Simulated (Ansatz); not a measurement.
**GeCO, triplet: vertical spin and charge gaps**

Geometry (PBE0/def2-TZVP stationary point for this spin, not checked as a minimum):

```json
{"atom": "Ge", "x (Å)": "0.0000", "y (Å)": "0.0000", "z (Å)": "1.6649"}
{"atom": "C", "x (Å)": "0.0000", "y (Å)": "0.0000", "z (Å)": "-0.2581"}
{"atom": "O", "x (Å)": "0.0000", "y (Å)": "0.0000", "z (Å)": "-1.4068"}
```

Basis cc-pVDZ; Ansatz 0.2.0. Only valence electrons are correlated (noble-gas cores and the filled d shells of p-block atoms frozen). Prefix R: restricted or restricted open-shell reference; prefix U: unrestricted. Active spaces: valence = (12e, 11o, short of the full valence) chosen from the atoms' valence shells. No spin–orbit coupling is included, and no scalar relativity.

Gaps are energies of the second state less the first, at fixed atoms, for a selection of the levels run; each method lands on the state that its own search finds for that charge and spin.

Problem. PBE gives 8.323 eV for removing an electron, to the doublet. Estimate what UCCSDT(Q) gives in cc-pVDZ.

Solution. UCCSDT(Q) in cc-pVDZ gives 7.918 eV, so against it PBE is off by 0.405 eV, of which a good part can be the reference's own basis and frozen-core error.

| level | gap (eV) | error (meV) |
| --- | --- | --- |
| UHF | 7.795 | -123 |
| UMP2 | 7.886 | -32 |
| UCCSD | 7.901 | -17 |
| UCCSD(T) | 7.913 | -5 |
| BCCD(T) | 7.911 | -7 |
| UCCSDT | 7.920 | 2 |
| CASSCF (valence space) | 7.057 | -861 |
| NEVPT2 (valence space) | 7.723 | -195 |
| MRCISD (valence space) | 7.756 | -162 |
| MRCISD+Q (valence space) | 7.882 | -36 |
| r2SCAN | 8.555 | 637 |
| B97M-V | 8.272 | 354 |
| wB97M-V | 8.152 | 234 |
| RPA-PBE | 7.995 | 77 |

In so small a basis the reference is far from its limit while semilocal and hybrid functionals are nearer theirs (RPA and double hybrids share part of the reference's basis error), so the functionals' errors here hold much of the reference's basis and frozen-core error, which can add to them or hide them.

Full CI isn't at hand for all of this; UCCSDT(Q) serves as the reference, and is uncertain by the last step of the cluster series or more. The frozen core follows each run's orbitals, which can shift R against U totals by a few meV for light atoms and by up to 0.1 eV past Ca.
